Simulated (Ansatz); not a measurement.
# SiH₂F radical: a ladder of functionals and wavefunction methods

One table from this session's results is given with a row withheld; the runs are named, their logs left out.

Computed with Ansatz 0.2.0, Gaussian basis. Level: functionals in def2-TZVPP, the program's frozen cores in correlated methods.

Levels to be run: LDA (SPW92), PBE-D4, revPBE-D4, BLYP-D4, r2SCAN-D4, B97M-V, PBE0-D4, B3LYP-D4, r2SCANh-D4, r2SCAN0-D4, HSE06-D4, BHLYP-D4, CAM-B3LYP-D4, LC-ωPBE, ωB97X-V, ωB97M-V, B2PLYP, PBE-QIDH; CCSD(T)/def2-SVP; CCSD(T)/def2-TZVPP; CCSD(T)/def2-QZVPP; extrapolation to the limit; RPA on PBE.

## The geometry

The geometry comes from an earlier relaxation with PBE0-D4 in a triple-zeta def2 set; it is a stationary point.

SMILES `F[SiH2]`, 4 atoms, charge 0, spin multiplicity 2.

Atoms are counted from 1 here; the program's logs count them from 0.

Bond lengths: F1–Si2 1.604 Å, Si2–H3 1.490 Å, Si2–H4 1.490 Å. Angles: F1–Si2–H3 107.9°, F1–Si2–H4 107.9°, H3–Si2–H4 111.4°.

Set-up of the first run:

File in.yaml:

```yaml
crystal:
  periodic: [false, false, false]
  atoms:
    - {symbol: F, position_ang: [1.239939, 0.658375, -0.448719]}
    - {symbol: Si, position_ang: [-0.069520, -0.253761, -0.290350]}
    - {symbol: H, position_ang: [-1.250652, 0.651154, -0.217047]}
    - {symbol: H, position_ang: [0.080233, -1.055767, 0.956116]}
basis:
  gaussian: {orbitals: def2-TZVPP}
magnetization: {spin_polarized: true, initial_magnetization: 1}
hamiltonian: {xc: lda}
output: {orbitals: {seedname: orbitals}}
```

Launch:

```
$ ansatz run in.yaml --threads 2 --pin off --events-out ev --progress --plain --max-ram 32768MiB --backend cpu
```

Among the steps run: LDA; PBE-D4 (GGA); revPBE-D4 (GGA); BLYP-D4 (GGA); r2SCAN-D4 (meta-GGA); B97M-V (meta-GGA); B3LYP-D4 (hybrid); r2SCANh-D4 (hybrid); r2SCAN0-D4 (hybrid); HSE06-D4 (hybrid); BHLYP-D4 (hybrid); CAM-B3LYP-D4 (range-separated); LC-ωPBE (range-separated); ωB97X-V (range-separated); ωB97M-V (range-separated); B2PLYP (double hybrid); PBE-QIDH (double hybrid).

One table of the session follows, with a row left open; its other results are not shown here.

It belongs to the step «Orbital energies across the functionals». 

```
  functional  HOMO (eV)  LUMO (eV)  gap (eV)
 LDA (SPW92)      -5.29      -3.94      1.35
      PBE-D4      -5.35      -3.49      1.86
   revPBE-D4      -5.34      -3.34      2.00
     BLYP-D4      -5.15      -3.56      1.59
   r2SCAN-D4      -5.72      -2.98      2.73
      B97M-V      -5.42      -3.85      1.57
     PBE0-D4      -6.56      -2.54      4.01
    B3LYP-D4      -6.27      -2.99      3.28
  r2SCANh-D4      -6.16      -2.68      3.47
  r2SCAN0-D4      -6.82      -2.25      4.57
    HSE06-D4      -6.15      -2.93      3.23
    BHLYP-D4      -7.58      -1.80      5.78
CAM-B3LYP-D4      -7.80      -1.70      6.10
     LC-ωPBE      -9.26      -0.17      9.09
     ωB97X-V      -8.72      -0.77      7.96
     ωB97M-V          ?          ?         ?
```

Estimate the missing values for ωB97M-V.

**Answer.** HOMO (eV): -8.32; LUMO (eV): -0.91; gap (eV): 7.41. In the column «HOMO (eV)» it lies between ωB97X-V (-8.72) and CAM-B3LYP-D4 (-7.80).
